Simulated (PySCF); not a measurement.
HN2, SMILES N#[NH+], charge +1.

Geometry: B3LYP-D3(BJ)/def2-TZVPD. The isomer is the one that the SMILES or the coordinates give; other isomers of the formula were not compared.

Computed with PySCF with r2SCAN/def2-TZVPD.

Computed frontier levels, gap, dipole moment and polarisability:
```
Item                                                             Value
------------------------------------------------  --------------------
highest occupied level                                       -20.84 eV
lowest empty level                                           -11.23 eV
orbital gap                                                    9.61 eV
dipole moment about the centre of nuclear charge                3.14 D
mean static polarisability                         9.8 bohr³ (1.45 Å³)
polarisability, principal values                  7.7, 7.7, 13.9 bohr³
```
